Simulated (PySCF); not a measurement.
**C2H4O (acetaldehyde) at wB97X-V/ANO-RCC-MB (sfX2C, nlc grid 1)**

What is the vertical ionisation energy of C2H4O (acetaldehyde) at wB97X-V/ANO-RCC-MB (sfX2C, nlc grid 1)? The job is set up through a Python script.

The results are computed with PySCF 2.14.0.

### 1 The structure to begin with

C2H4O has 7 atoms, charge 0, and is taken as a singlet. SMILES: `CC=O`. The coordinates come from a PBE0-D4/def2-TZVP relaxation.

Bond lengths: C1–C2 1.494 Å, C2–O3 1.200 Å, C1–H4 1.095 Å, C1–H5 1.089 Å, C1–H6 1.095 Å, C2–H7 1.113 Å. Angles: C1–C2–O3 124.8°, C1–C2–H7 115.0°, O3–C2–H7 120.2°, C2–C1–H4 109.4°, C2–C1–H5 110.9°, C2–C1–H6 109.4°, H4–C1–H5 110.2°, H4–C1–H6 106.5°, H5–C1–H6 110.2°.

### 2 A single-point energy at wB97X-V/ANO-RCC-MB (sfX2C, nlc grid 1)

The input, job.py:

```python
# CC=O
from pyscf import gto, dft

mol = gto.M(
    atom=[
    ('C', (-0.499870, 0.318980, -0.256180)),
    ('C', (0.667960, -0.423170, 0.307880)),
    ('O', (1.559240, -0.892950, -0.343730)),
    ('H', (-1.426940, -0.181110, 0.041630)),
    ('H', (-0.436060, 0.378160, -1.341720)),
    ('H', (-0.535360, 1.324010, 0.176110)),
    ('H', (0.671030, -0.523920, 1.416030)),
],
    verbose=3,
    basis='ano-rcc-mb',
    max_memory=1860,
    charge=0,
)

mf = dft.RKS(mol, xc='wb97x-v')
mf = mf.x2c()
mf.conv_tol = 1e-10
mf.nlcgrids.level = 1
mf.grids.level = 4
mf.kernel()
if not mf.converged:
    mf = mf.newton().run(mf.mo_coeff, mf.mo_occ)

e_final = mf.e_tot
print('Final energy', e_final)
```

Launch:

```sh
OMP_NUM_THREADS=1 python job.py
```

The log of the run:

```text
converged SCF energy = -153.697438513087
Final energy -153.6974385130873
```

Wall time 34 s (1 thread of Arm Neoverse V2, shared host); peak memory 0.21 GiB.

### 3 The doublet cation at the same level

The input, run.py:

```python
from pyscf import gto, dft

mol = gto.Mole()
mol.atom = '''
C     -0.944617     0.602785    -0.484110
C      1.262261    -0.799675     0.581809
O      2.946537    -1.687431    -0.649556
H     -2.696526    -0.342248     0.078669
H     -0.824034     0.714619    -2.535483
H     -1.011684     2.502016     0.332800
H      1.268063    -0.990065     2.675909
'''
mol.basis = 'ano-rcc-mb'
mol.unit = 'bohr'
mol.charge = 1
mol.verbose = 3
mol.spin = 1
mol.max_memory = 1860
mol.build()

mf = dft.UKS(mol)
mf.xc = 'wb97x-v'
mf = mf.x2c()
mf.nlcgrids.level = 1
mf.conv_tol = 1e-10
mf.grids.level = 4
mf.kernel()
if not mf.converged:
    mf = mf.newton().run(mf.mo_coeff, mf.mo_occ)

e_final = mf.e_tot
print('E = %.10f Eh' % e_final)
```

Launch:

```sh
OMP_NUM_THREADS=1 python run.py
```

The log of the run:

```text
converged SCF energy = -153.251181285298  <S^2> = 0.75629026  2S+1 = 2.0062804
E = -153.2511812853 Eh
```

Wall time 47 s (1 thread of Arm Neoverse V2, shared host); peak memory 0.21 GiB.

### 4 What came out

Level: wB97X-V/ANO-RCC-MB (sfX2C, nlc grid 1).

| quantity | value |
| --- | --- |
| singlet C2H4O: total energy | -153.69744 Eh |
| singlet C2H4O: dipole moment | 2.73 D |
| singlet C2H4O: HOMO energy | -11.15 eV |
| singlet C2H4O: LUMO energy | 0.85 eV |
| singlet C2H4O: HOMO–LUMO gap | 12.00 eV |
| doublet cation: total energy | -153.25118 Eh |
| doublet cation: HOMO energy (highest over α and β) | -22.70 eV |
| doublet cation: LUMO energy (lowest over α and β) | -13.04 eV |
| doublet cation: ⟨S²⟩ | 0.756 |
| vertical ionisation energy (to the doublet cation) | 12.143 eV |

The vertical ionisation energy comes to 12.14 eV (280 kcal/mol). The negative HOMO energy of the first species, 11.15 eV, lies 0.99 eV below that difference. In a minimal basis such a difference can be off by several eV, whatever the method.
